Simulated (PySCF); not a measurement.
Gas-phase reaction: NH + c-Si₃H₆ + H₂ ⇌ trisilylamine

Method: PySCF energies plus ideal-gas RRHO corrections (1 bar). † marks an energy on the PBE0/def2-TZVP geometry and frequencies; other levels use their own. MP2 freezes the core. Open shells (unrestricted): NH (multiplicity 3); the rest are closed-shell singlets. c-Si₃H₆: computed as isolated molecules; such fragments, hydroxides, amides, oligomers or adducts are transient or little studied in the gas. MP2 isn't extrapolated to the basis-set limit.

PBE/def2-SVP gives ΔH°(298 K) = -638 kJ.

**Question.** What do PBE0/def2-SVP†, PBE0/def2-TZVP, MP2/def2-TZVPP† give?

**Answer.** PBE0/def2-SVP†: -642 kJ; PBE0/def2-TZVP: -652 kJ; MP2/def2-TZVPP†: -732 kJ. For scale, ΔH°(298 K) is -638 kJ at this level, -711 kJ at ωB97M-V/def2-TZVP†, and runs from -751 to -551 kJ over the 17 levels computed († marks an energy on the PBE0/def2-TZVP geometry).
